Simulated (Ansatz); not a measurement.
in.yaml

```yaml
crystal:
  periodic: [false, false, false]
  atoms:
    - {symbol: Zr, position_ang: [0.000000, 0.000000, 0.000000]}
    - {symbol: S, position_ang: [0.000000, 0.000000, 2.787000]}
basis:
  gaussian: {orbitals: def2-TZVPP}
total_charge: 1
magnetization: {spin_polarized: true, initial_magnetization: 3}
correlation: {method: ccsdt_q, electrons: outside_noble_gas}
```

```sh
$ ansatz run in.yaml --threads 2 --pin off --events-out ev --progress --plain --max-ram 16896MiB --backend cuda --devices 0, --max-vram 18GiB
```

The program prints:

```
1158 factors; integrals over basis functions are off by at most 1.7e-7 eV
mean field evaluation 1: about -12069.7528 eV, gradient 2.4e1 eV
mean field evaluation 2: about -12069.8849 eV, gradient 2.3e1 eV
mean field evaluation 4: about -12074.6728 eV, gradient 3.3e0 eV
mean field evaluation 8: about -12075.1758 eV, gradient 1.3e0 eV
mean field evaluation 16: about -12076.0537 eV, gradient 6.7e-3 eV
mean field evaluation 32: about -12076.0907 eV, gradient 1.5e0 eV
mean field evaluation 64: about -12076.1809 eV, gradient 3.6e-5 eV
mean field evaluation 96: about -12074.8237 eV, gradient 7.7e-1 eV
mean field evaluation 128: about -12074.9114 eV, gradient 1.3e0 eV
mean field evaluation 160: about -12075.1294 eV, gradient 8.5e-1 eV
...
mean field -12076.18087094 eV, -443.7914614776 hartree, gradient 2.1e-6 eV, S^2 3.785912; 45 other end points of the search recorded, 0 dependent functions left out
determinant -12076.18087094 eV, -443.7914614776 hartree, with singles and doubles -12081.56950834 eV, -443.9894902495 hartree
determinant -12076.17662803 eV, -443.7913055537 hartree, with singles and doubles -12081.56312070 eV, -443.9892555082 hartree
determinant -12076.14359391 eV, -443.7900915719 hartree, with singles and doubles -12081.46253014 eV, -443.9855588732 hartree
determinant -12076.14031303 eV, -443.7899710020 hartree, with singles and doubles -12081.46642344 eV, -443.9857019493 hartree
determinant -12076.05375165 eV, -443.7867899297 hartree, with singles and doubles -12081.35960989 eV, -443.9817766239 hartree
determinant -12076.02370257 eV, -443.7856856466 hartree, with singles and doubles -12081.42473855 eV, -443.9841700579 hartree
determinant -12075.88340334 eV, -443.7805297451 hartree, with singles and doubles -12081.26545707 eV, -443.9783165714 hartree
determinant -12075.67256692 eV, -443.7727816495 hartree, with singles and doubles -12081.18882073 eV, -443.9755002380 hartree
determinant -12075.21850397 eV, -443.7560951436 hartree, with singles and doubles -12080.82406195 eV, -443.9620956001 hartree
determinant -12075.14408050 eV, -443.7533601318 hartree, with singles and doubles -12079.69371220 eV, -443.9205560131 hartree
determinant -12075.08573475 eV, -443.7512159649 hartree, with singles and doubles -12079.68673119 eV, -443.9202994655 hartree
determinant -12075.02394505 eV, -443.7489452353 hartree, with singles and doubles -12080.58618060 eV, -443.9533536215 hartree
determinant -12074.98568663 eV, -443.7475392644 hartree, with singles and doubles -12080.43690381 eV, -443.9478678007 hartree
determinant -12074.77941544 eV, -443.7399589380 hartree, with singles and doubles -12080.19277010 eV, -443.9388960525 hartree
determinant -12074.77799781 eV, -443.7399068410 hartree, with singles and doubles -12079.73559688 eV, -443.9220952466 hartree
determinant -12074.77403517 eV, -443.7397612166 hartree, with singles and doubles -12080.18546986 eV, -443.9386277736 hartree
determinant -12074.76953480 eV, -443.7395958310 hartree, with singles and doubles -12079.48650654 eV, -443.9129413453 hartree
determinant -12074.75396289 eV, -443.7390235741 hartree, with singles and doubles -12079.72023939 eV, -443.9215308690 hartree
determinant -12074.74332735 eV, -443.7386327251 hartree, with singles and doubles -12079.64175758 eV, -443.9186467158 hartree
determinant -12074.57980485 eV, -443.7326233840 hartree, with singles and doubles -12079.50173375 eV, -443.9135009350 hartree
determinant -12074.47558696 eV, -443.7287934474 hartree, with singles and doubles -12079.63267009 eV, -443.9183127566 hartree
determinant -12074.41472220 eV, -443.7265567085 hartree, with singles and doubles -12079.58870917 eV, -443.9166972226 hartree
determinant -12074.31699992 eV, -443.7229654809 hartree, with singles and doubles -12079.42431911 eV, -443.9106559993 hartree
determinant -12074.10034296 eV, -443.7150034846 hartree, with singles and doubles -12079.61145210 eV, -443.9175330100 hartree
determinant -12076.18087094 eV, -443.7914614776 hartree, with singles and doubles -12081.56702540 eV, -443.9893990030 hartree
determinant -12076.17662803 eV, -443.7913055537 hartree, with singles and doubles -12081.55998745 eV, -443.9891403633 hartree
determinant -12076.14359391 eV, -443.7900915719 hartree, with singles and doubles -12081.45795611 eV, -443.9853907808 hartree
determinant -12076.14031303 eV, -443.7899710020 hartree, with singles and doubles -12081.46173264 eV, -443.9855295655 hartree
determinant -12076.05375165 eV, -443.7867899297 hartree, with singles and doubles -12081.35500851 eV, -443.9816075262 hartree
determinant -12076.02370257 eV, -443.7856856466 hartree, with singles and doubles -12081.43149213 eV, -443.9844182475 hartree
determinant -12075.88340334 eV, -443.7805297451 hartree, with singles and doubles -12081.28403112 eV, -443.9789991554 hartree
determinant -12075.67256692 eV, -443.7727816495 hartree, with singles and doubles -12081.21816577 eV, -443.9765786484 hartree
9 core orbitals not correlated: weight in the atoms' cores, before any rotation towards them, 0.999 or more for the frozen orbitals, at most 0.000 for the correlated occupied ones
reference -12076.18087094 eV, -443.7914614776 hartree; 6, 3 occupied and 83, 86 virtual orbitals, 1158 factors
second order -4.67667734 eV of doubles, -0.00000000 eV of singles
...
cycle  45  -5.77274204 eV  change    1.3e-6 eV  update   4.3e-6
cycle  46  -5.77274037 eV  change    1.7e-6 eV  update   3.6e-6
cycle  47  -5.77273834 eV  change    2.0e-6 eV  update   2.9e-6
cycle  48  -5.77273648 eV  change    1.9e-6 eV  update   2.8e-6
cycle  49  -5.77273619 eV  change    3.0e-7 eV  update   2.3e-6
cycle  50  -5.77273574 eV  change    4.4e-7 eV  update   2.1e-6
cycle  51  -5.77273544 eV  change    3.0e-7 eV  update   1.8e-6
cycle  52  -5.77273617 eV  change   -7.3e-7 eV  update   1.6e-6
cycle  53  -5.77273626 eV  change   -9.3e-8 eV  update   1.4e-6
cycle  54  -5.77273623 eV  change    3.5e-8 eV  update   1.1e-6
perturbative correction -0.04237457 eV, -0.0015572368 hartree
Total energy: -12081.99598174 eV, -444.0051628578 hartree
```

The T1 diagnostic is 0.053.

Ran on 2 threads of AMD EPYC 7R13 with a shared H100 80 GB, shared host: 34 s wall, 0.99 GiB peak host memory.
